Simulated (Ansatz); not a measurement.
`[CH2]F` radical, charge 0, multiplicity 2.

**Question.** Give a relaxed structure at PBE0-D4/def2-TZVP (the Gaussian-basis code of Ansatz). (An estimate is asked.)

**Answer.** Ansatz gave: 
```xyz
4

C     0.0077    0.0463   -0.1386
F     0.8081   -0.6458    0.6684
H    -0.0004    1.1150    0.0301
H    -0.8154   -0.5154   -0.5600
```
Point group Cs.
